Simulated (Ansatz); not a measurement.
Reaction (formal hydrolysis of a C–Cl bond): `CC(F)(F)Cl` + H₂O → `CC(O)(F)F` + HCl

Gas-phase electronic energies from Ansatz, PBE0-D4/def2-TZVP geometries. CCSD(T)/CBS adds triple-zeta CCSD(T) − MP2 to the extrapolated MP2 energy (def2 sets, frozen cores). This one scheme is used for every species. Functionals use def2-TZVPP. Each species was taken in one conformer, which may not be the lowest.

| level | ΔE (eV) |
| --- | --- |
| PBE0 | -0.44 |
| CCSD/def2-TZVPP | -0.50 |

(1) What does CCSD(T)/CBS give? (Estimate.)

Largest T1 diagnostic among the species: 0.011.

## Answers

(1) The calculation gave: -0.39 eV. The listed levels differ from it by -0.05, -0.11 eV.

From BLYP to BHLYP (50 % exact exchange), in def2-TZVPP and without D4, ΔE moves by −0.13 eV. Leaving LDA and LC-ωPBE aside and taking each functional with its dispersion term where it has one, the values, not all of them listed here, spread over 0.17 eV, from BHLYP-D4 to revPBE-D4. LDA lies −0.08 eV from PBE without D4.
